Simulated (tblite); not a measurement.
# H11O5: the cost of one run

Computed with tblite 0.8.0 and PySCF 2.14.0; each step states its level. No surroundings beyond the atoms listed, unless a continuum is named. Atoms count from 0, parts from 1.

### 1 The system as given

16 atoms, charge 1, multiplicity 1; geometry: parts in contact. Parts: 1 = atoms 0–3, `[OH3+]`, charge 1; 2 = atoms 4–6, `O`, charge 0; 3 = atoms 7–9, `O`, charge 0; 4 = atoms 10–12, `O`, charge 0; 5 = atoms 13–15, `O`, charge 0. In the given geometry H3 has moved to O4 of another part (1.12 Å), so values for the parts refer to these atom groups.

### 2 Bringing the parts together with GFN2-xTB

What the job is given:

```
{"job": {"kind": "dock", "xc": "GFN2-xTB", "basis": "xTB"}, "charge": 1, "multiplicity": 1, "parts": [{"atoms": "0-3", "charge": 1, "multiplicity": 1}, {"atoms": "4-6", "charge": 0, "multiplicity": 1}, {"atoms": "7-9", "charge": 0, "multiplicity": 1}, {"atoms": "10-12", "charge": 0, "multiplicity": 1}, {"atoms": "13-15", "charge": 0, "multiplicity": 1}]}
O      0.138011    -0.166807    -0.161690
H     -0.363100    -0.931247    -0.533103
H     -0.456244     0.294826     0.443141
H      1.242636    -0.384109     0.576650
O      2.041483    -0.390829     1.357875
H      2.780700    -1.064908     1.331373
H      1.524865    -0.459894     2.181570
O     -0.304504     0.094489     2.656075
H     -0.296245     0.901999     3.179073
H     -1.069093    -0.407713     2.952397
O      4.168129    -1.892423     1.388722
H      4.966760    -1.362922     1.308082
H      4.434602    -2.815910     1.380060
O     -1.423169    -2.112859    -1.205692
H     -2.346880    -2.192471    -0.940559
H     -1.380013    -2.348652    -2.140484
```

Level: GFN2-xTB search for minima from random contacts, gas phase.

Command:

```
> OMP_NUM_THREADS=1 python cluster_run.py task.json out
```

The driver reads the jobs from task.json and runs them one after another.

Q: Estimate the wall time of this first job on 1 thread of Intel Xeon Platinum 8488C, shared host.

About 17 s.
